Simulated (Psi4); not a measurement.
# One shape, several levels: triplet C2H6Si

Aim: a comparison of 3 runs (U-r2SCAN/cc-pVDZ, UB3LYP/cc-pVDZ, UPBE0/cc-pVDZ) of triplet C2H6Si. 

Program for the calculation: Psi4 1.11.

## (1) The structure to begin with

C2H6Si: 9 atoms, total charge 0, spin state triplet. As SMILES of the parent species, `CC[SiH]`. The shape is that of a PBE0-D4/def2-TZVP optimisation. This is one conformer, not always the lowest. That shape belongs to the parent species and isn't relaxed for this state.

Bond lengths: C1–C2 1.523 Å, C2–Si3 1.891 Å, C1–H4 1.094 Å, C1–H5 1.093 Å, C1–H6 1.092 Å, C2–H7 1.095 Å, C2–H8 1.111 Å, Si3–H9 1.532 Å. Some angles: C1–C2–Si3 121.0°, C1–C2–H7 111.7°, C1–C2–H8 109.8°, Si3–C2–H7 110.3°, Si3–C2–H8 97.9°, C2–C1–H4 112.0°, C2–C1–H5 111.1°, C2–C1–H6 111.0°, C2–Si3–H9 94.7°, H7–C2–H8 104.1°.

## (2) Energy and forces at U-r2SCAN/cc-pVDZ (run 1)

Contents of input.inp:

```
memory 2.2 GB

molecule {
  0 3
  C     -0.593600     0.495600    -0.562700
  C      0.423400    -0.563800    -0.158900
  Si     1.475100    -0.358700     1.398700
  H     -1.208900     0.173100    -1.407700
  H     -0.098000     1.423000    -0.860500
  H     -1.258400     0.736300     0.269500
  H      1.051000    -0.864800    -1.004300
  H     -0.103000    -1.497700     0.133400
  H      0.401100     0.410600     2.175300
  units angstrom
  symmetry c1
}

set globals {
  basis cc-pVDZ
  reference uks
  puream true
  e_convergence 1e-09
  d_convergence 1e-08
  scf_type pk
  dft_radial_points 99
  dft_spherical_points 590
  maxiter 100
}

e, wfn = gradient("r2scan", return_wfn=True)
oeprop(wfn, "WIBERG_LOWDIN_INDICES", "DIPOLE", "QUADRUPOLE")
print_variables()
```

On the command line:

```
psi4 -n 1 input.inp input.out
```

input.out:

```text
[...]
  Running in c1 symmetry.
[...]
  Nuclear repulsion =   95.800476581944153
[...]
  Multiplicity = 3
[...]
  Nalpha       = 17
  Nbeta        = 15
[...]
    Number of basis functions: 76
[...]
   @UKS iter   1:  -368.73951207768454   -1.19595e-01   1.07513e-02 DIIS/ADIIS
[...]
   @UKS iter  14:  -369.12340137296894   -8.52651e-12   9.99239e-09 DIIS
[...]
   @S^2 Observed:                2.004183512E+00
[...]
  @UKS Final Energy:  -369.12340137296894
   => Energetics <=
    Nuclear Repulsion Energy =             95.8004765819441531
    One-Electron Energy =                -696.9910705095420553
    Two-Electron Energy =                 265.9527012475114702
    DFT Exchange-Correlation Energy =     -33.8855086928825031
    Empirical Dispersion Energy =           0.0000000000000000
    VV10 Nonlocal Energy =                  0.0000000000000000
    Total Energy =                       -369.1234013729689423
[...]
  -Total Gradient:
     Atom            X                  Y                   Z
    ------   -----------------  -----------------  -----------------
       1       -0.010937156578    -0.005624992044    -0.008963776696
       2       -0.001548088047     0.028980242422     0.015239330746
       3        0.021128663393    -0.023846838734    -0.005080526928
       4        0.002016657842     0.005395644544     0.003371693733
       5       -0.002596703374    -0.005993032143     0.001515713477
       6        0.004795657399    -0.001784440889    -0.004639598562
       7       -0.001581680664     0.000698926659     0.007081928267
       8        0.003147966038    -0.000796925686     0.005502975742
       9       -0.014497796066     0.002967091585    -0.014121278675
[...]
```

Wall time 90 s (1 thread of Intel Xeon Platinum 8488C (Sapphire Rapids), shared host); peak memory 1.3 GiB.

## (3) The energy at UB3LYP/cc-pVDZ (run 2)

Contents of input.inp:

```
memory 2200 MB

molecule system {
  0 3
  C     -0.593600     0.495600    -0.562700
  C      0.423400    -0.563800    -0.158900
  Si     1.475100    -0.358700     1.398700
  H     -1.208900     0.173100    -1.407700
  H     -0.098000     1.423000    -0.860500
  H     -1.258400     0.736300     0.269500
  H      1.051000    -0.864800    -1.004300
  H     -0.103000    -1.497700     0.133400
  H      0.401100     0.410600     2.175300
  symmetry c1
  no_reorient
  no_com
}

set reference uks
set puream true
set e_convergence 1e-09
set d_convergence 1e-08
set scf_type pk
set dft_radial_points 99
set dft_spherical_points 590
set maxiter 100

energy_value, wavefunction = energy("b3lyp/cc-pVDZ", return_wfn=True)
```

On the command line:

```
psi4 input.inp input.out -n 1
```

input.out:

```text
[...]
  Running in c1 symmetry.
[...]
  Nuclear repulsion =   95.800476581944153
[...]
  Multiplicity = 3
[...]
  Nalpha       = 17
  Nbeta        = 15
[...]
    Number of basis functions: 76
[...]
   @UKS iter   1:  -368.86577858363108   -1.67984e-01   1.03079e-02 DIIS/ADIIS
[...]
   @UKS iter  14:  -369.21786052185382   -1.30740e-12   5.10485e-09 DIIS
[...]
   @S^2 Observed:                2.001734334E+00
[...]
  @UKS Final Energy:  -369.21786052185382
   => Energetics <=
    Nuclear Repulsion Energy =             95.8004765819441531
    One-Electron Energy =                -697.0167193857505481
    Two-Electron Energy =                 259.4170456436453946
    DFT Exchange-Correlation Energy =     -27.4186633616928646
    Empirical Dispersion Energy =           0.0000000000000000
    VV10 Nonlocal Energy =                  0.0000000000000000
    Total Energy =                       -369.2178605218538223
[...]
 Multipole Moments:
 ------------------------------------------------------------------------------------
     Multipole            Electronic (a.u.)      Nuclear  (a.u.)        Total (a.u.)
 ------------------------------------------------------------------------------------
 L = 1.  Multiply by 2.5417464519 to convert [e a0] to [Debye]
 Dipole X            :        -34.8874441           34.7974169           -0.0900272
 Dipole Y            :          9.3745813           -9.5440618           -0.1694805
 Dipole Z            :        -27.8611748           27.5104440           -0.3507308
 Magnitude           :                                                    0.3998007
[...]
```

Run time: 30 s. Hardware: 1 thread of Intel Xeon Platinum 8488C (Sapphire Rapids), shared host; peak memory 1.5 GiB.

## (4) A single-point energy at UPBE0/cc-pVDZ (run 3)

Contents of c2h6si.py:

```python
import psi4

psi4.set_memory(2200000000)
psi4.set_num_threads(1)
psi4.core.set_output_file('run.log', False)

molecule = psi4.geometry("""
0 3
C     -1.12174143     0.93654827    -1.06334889
C      0.80011004    -1.06542759    -0.30027748
Si     2.78753501    -0.67784476     2.64315993
H     -2.28448991     0.32711159    -2.66016747
H     -0.18519316     2.68908028    -1.62610933
H     -2.37803136     1.39140535     0.50928119
H      1.98610216    -1.63423515    -1.89785195
H     -0.19464179    -2.83024282     0.25208947
H      0.75796915     0.77592155     4.11072124
units bohr
symmetry c1
""")

psi4.set_options({
    'reference': 'uks',
    'puream': True,
    'e_convergence': 1e-09,
    'd_convergence': 1e-08,
    'scf_type': 'pk',
    'dft_radial_points': 99,
    'dft_spherical_points': 590,
    'maxiter': 100,
})

e_tot, wfn = psi4.energy("pbe0/cc-pVDZ", return_wfn=True)
psi4.oeprop(wfn, "WIBERG_LOWDIN_INDICES", "QUADRUPOLE", "DIPOLE")
print(f'pbe0/cc-pVDZ energy: {e_tot:.10f} Eh')
for k, v in sorted(psi4.core.scalar_variables().items()):
    print(f'{k:45s} {v:18.10f}')
```

On the command line:

```
python c2h6si.py
```

run.log:

```text
[...]
  Running in c1 symmetry.
[...]
  Nuclear repulsion =   95.800476543848518
[...]
  Multiplicity = 3
[...]
  Nalpha       = 17
  Nbeta        = 15
[...]
    Number of basis functions: 76
[...]
   @UKS iter   1:  -368.68826192859683   -2.24179e-01   9.37939e-03 DIIS/ADIIS
[...]
   @UKS iter  13:  -368.97901236593316   -5.51381e-12   9.68399e-09 DIIS
[...]
   @S^2 Observed:                2.002400012E+00
[...]
  @UKS Final Energy:  -368.97901236593316
   => Energetics <=
    Nuclear Repulsion Energy =             95.8004765438485180
    One-Electron Energy =                -697.0424970309009041
    Two-Electron Energy =                 257.7981166716305097
    DFT Exchange-Correlation Energy =     -25.5351085505112820
    Empirical Dispersion Energy =           0.0000000000000000
    VV10 Nonlocal Energy =                  0.0000000000000000
    Total Energy =                       -368.9790123659331584
[...]
 Multipole Moments:
 ------------------------------------------------------------------------------------
     Multipole            Electronic (a.u.)      Nuclear  (a.u.)        Total (a.u.)
 ------------------------------------------------------------------------------------
 L = 1.  Multiply by 2.5417464519 to convert [e a0] to [Debye]
 Dipole X            :          4.7120105           -4.8060404           -0.0940300
 Dipole Y            :         -1.5339578            1.3678035           -0.1661544
 Dipole Z            :          3.1711494           -3.5177048           -0.3465554
 Magnitude           :                                                    0.3956634
 L = 2.  Multiply by 1.3450342976 to convert [e a0^2] to [Debye ang]
 Quadrupole XX       :       -118.8655098           98.5234591          -20.3420507
 Quadrupole XY       :         33.7463349          -34.3592396           -0.6129047
[...]
```

Standard output:

```text
pbe0/cc-pVDZ energy: -368.9790123659 Eh
CURRENT ENERGY                                   -368.9790123659
CURRENT REFERENCE ENERGY                         -368.9790123659
DD SOLVATION ENERGY                                 0.0000000000
DFT FUNCTIONAL TOTAL ENERGY                      -368.9790123659
DFT TOTAL ENERGY                                 -368.9790123659
DFT VV10 ENERGY                                     0.0000000000
DFT XC ENERGY                                     -25.5351085505
GRID ELECTRONS ALPHA                               16.9999975569
GRID ELECTRONS BETA                                14.9999984323
GRID ELECTRONS TOTAL                               31.9999959892
NUCLEAR REPULSION ENERGY                           95.8004765438
ONE-ELECTRON ENERGY                              -697.0424970309
PCM POLARIZATION ENERGY                             0.0000000000
PE ENERGY                                           0.0000000000
SCF ITERATION ENERGY                             -368.9790123659
SCF ITERATIONS                                     13.0000000000
SCF TOTAL ENERGY                                 -368.9790123659
TWO-ELECTRON ENERGY                               257.7981166716
XC GRID RADIAL POINTS                              99.0000000000
XC GRID SPHERICAL POINTS                          590.0000000000
XC GRID TOTAL POINTS                           496572.0000000000
```

It took 28 s on 1 thread of Intel Xeon Platinum 8488C (Sapphire Rapids), shared host; peak memory 1.5 GiB.

## (5) All runs side by side

```csv
run,level,task,energy (Eh),dipole moment (D),HOMO energy (eV),LUMO energy (eV),wall time
1,U-r2SCAN/cc-pVDZ,gradient,-369.123401,1.03,-4.30,-3.99,90 s
2,UB3LYP/cc-pVDZ,energy,-369.217861,1.02,-4.64,-3.95,30 s
3,UPBE0/cc-pVDZ,energy,-368.979012,1.01,-5.01,-3.50,28 s
```

## (6) Results

```
                                 quantity          value
                      run 3: total energy  -368.97901 Eh
                     run 3: dipole moment         1.01 D
run 3: HOMO energy (highest over α and β)       -5.01 eV
 run 3: LUMO energy (lowest over α and β)       -3.50 eV
                              run 3: ⟨S²⟩          2.002
```

The dipole moment (its size) runs from 1.01 D (UPBE0/cc-pVDZ) to 1.03 D (U-r2SCAN/cc-pVDZ). Totals of different functionals can't be ranked against each other. All runs together took 2.5 min, the longest 90 s.
